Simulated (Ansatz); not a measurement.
fcc Au, treated with r²SCAN+rVV10 (Ansatz, a quantum-chemistry and plane-wave program, plane waves, PAW).

Numerical settings: plane-wave cutoff 560 eV, 24×24×24 k mesh, Fermi–Dirac smearing 0.05 eV, scalar-relativistic PAW data made under PBE.

A third-order Birch–Murnaghan fit to the energies gives V0 = 17.233 Å³/atom, B0 = 167 GPa, B′ = 5.8.

| V (Å³/atom) | P (GPa) |
|---|---|
| 16.203 | 12.29 |
| 16.548 | … |
| 16.892 | 3.52 |
| 17.237 | -0.04 |
| 17.582 | … |
| 17.927 | -5.86 |
| 18.271 | -8.23 |

**Question.** Estimate the withheld pressures from this fit; the answers are the runs' own values.

**Answer.** 
- 16.548, P (GPa): 7.61
- 17.582, P (GPa): -3.15

The formula P = (3/2) B0 (x^(7/3) − x^(5/3)) [1 + (3/4)(B′ − 4)(x^(2/3) − 1)] with x = V0/V meets the computed pressures within 0.02 GPa when these rounded values are put in.

Measured, for comparison: bulk modulus 182 GPa (0 K value with the zero-point phonon effect removed, our sources range from 175 to 182; as tabulated in Mejia-Rodriguez and Trickey (2018), arXiv:1807.09216); equilibrium volume per atom 16.76 Å³/atom (static lattice: zero-point anharmonic expansion removed; as tabulated in Mejia-Rodriguez and Trickey (2018), arXiv:1807.09216). Computed (rounded) less measured: bulk modulus -8 % (-5 % to -8 % over the range), equilibrium volume per atom +2.8 %.

Spin–orbit coupling is not included; it can shift volumes and moduli of such heavy elements.
